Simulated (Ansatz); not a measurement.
Two shapes of singlet H₂O.

Shape 1:

```xyz
3

O    -0.0173   -0.0309   -0.1549
H    -0.0443    0.7473    0.5008
H     0.0490   -0.7606    0.4864
```

Shape 2:

```xyz
3

O     0.0235   -0.0448   -0.1166
H    -0.0393    0.7856    0.5437
H     0.0795   -0.7156    0.5058
```

Basis set: STO-3G (spherical functions). Left uncorrelated: 1 orbital. Charge 0, multiplicity 1.

Computed with Ansatz (development build ahead of 0.2.0); each method stands on the lowest determinant of its kind that the runs found.

**Question.** Which shape is lower in energy, and by how much in each method?

**Answer.**

```
 method  E(2) − E(1) (eV)
    RHF             0.325
RHF-MP2             0.334
```

Shape 1 is lower.
